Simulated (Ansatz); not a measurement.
Basis-set extrapolation for C3H5NO, SMILES `COCC#N` (PBE0-D4/def2-TZVP geometry, frozen core, the Gaussian-basis code of Ansatz). Multiplicity 1, RHF reference.

```tsv
	def2-TZVPP	def2-QZVPP
HF	-245.892229	-245.903129
MP2 correlation	-0.913012	-0.975900
CCSD(T) correlation	-0.978627	-1.035388
```

Energies in hartree. Use E(X) = E(∞) + A·exp(−7.88·√X) for Hartree–Fock and E(X) = E(∞) + B·X^(−2.97) for correlation, with X = 3 and 4.

Question: What is the CCSD(T) energy at the basis-set limit?

Answer: HF limit: -245.903129 + (-0.010900) × 0.13774 = -245.90463. Correlation limit: -1.035388 + (-0.056761) × 0.74074 = -1.07743. Total: -246.98206 hartree, 292.0 kJ/mol below CCSD(T)/def2-TZVPP.
